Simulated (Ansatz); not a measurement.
**BH₃O₂: single points off equilibrium**

An exercise on one series of results from a longer session: the logs are not shown, and one member is left open.

Program: Ansatz 0.2.0, Gaussian basis. Level of theory: single points in def2-TZVPP. These are calculated values, not measurements.

Correlated methods freeze the cores.

## The system as given

SMILES `OBO`, 6 atoms, charge 0, spin multiplicity 1.

Atoms are counted from 1 here; the program's logs count them from 0.

Bond lengths: O1–B2 1.167 Å, O1–H4 1.157 Å, B2–O3 1.384 Å, B2–H5 1.216 Å, O3–H6 0.760 Å. Angles: B2–O1–H4 116.0°, O1–B2–O3 132.7°, O1–B2–H5 115.3°, O3–B2–H5 111.7°, B2–O3–H6 107.5°.

As a file:

```mol
BH3O2
  3D, bonds by distance, orders not assigned

  6  5  0  0  0  0  0  0  0  0999 V2000
   -0.8134   -0.1865   -0.7474 O   0  0
    0.2674   -0.0561   -0.3265 B   0  0
    0.7568    0.2020    0.9426 O   0  0
   -1.6662   -0.1791    0.0345 H   0  0
    1.1506   -0.0327   -1.1618 H   0  0
    0.1649    0.2072    1.4196 H   0  0
  1  2  8  0
  1  4  8  0
  2  3  8  0
  2  5  8  0
  3  6  8  0
M  END
```

Set-up of the first run:

Input file run/in.yaml:

```yaml
crystal:
  periodic: [false, false, false]
  atoms:
    - {symbol: O, position_ang: [-0.813400, -0.186500, -0.747400]}
    - {symbol: B, position_ang: [0.267400, -0.056100, -0.326500]}
    - {symbol: O, position_ang: [0.756800, 0.202000, 0.942600]}
    - {symbol: H, position_ang: [-1.666200, -0.179100, 0.034500]}
    - {symbol: H, position_ang: [1.150600, -0.032700, -1.161800]}
    - {symbol: H, position_ang: [0.164900, 0.207200, 1.419600]}
basis:
  gaussian: {orbitals: def2-TZVPP}
correlation: {method: ccsd_t}
output: {forces: true}
```

No record of the launch command was kept for these runs.

Steps of the session up to this table: CCSD(T)/def2-TZVPP; PBE0-D4/def2-TZVPP; wB97M-V/def2-TZVPP; r2SCAN-D4/def2-TZVPP; PBE-D4/def2-TZVPP; CAM-B3LYP-D4/def2-TZVPP; wB97X-V/def2-TZVPP.

One table of the session follows, with a row left open; its other results are not shown here.

```
      method  RMS force component (eV/Å)  angle to CCSD(T) forces (°)  dipole (D)
     CCSD(T)                       9.211                    reference        3.47
     PBE0-D4                       9.063                          1.5        3.43
     wB97M-V                       9.097                          0.9        3.53
   r2SCAN-D4                       9.032                          1.5        3.38
      PBE-D4                       9.144                          2.5        3.27
CAM-B3LYP-D4                       9.040                          1.5        3.51
     wB97X-V                           ?                            ?           ?
```

Estimate the missing values for wB97X-V.

The run gave: RMS force component (eV/Å): 9.194; angle to CCSD(T) forces (°): 0.7; dipole (D): 3.54. In the column «RMS force component (eV/Å)» it lies between PBE-D4 (9.144) and CCSD(T) (9.211).
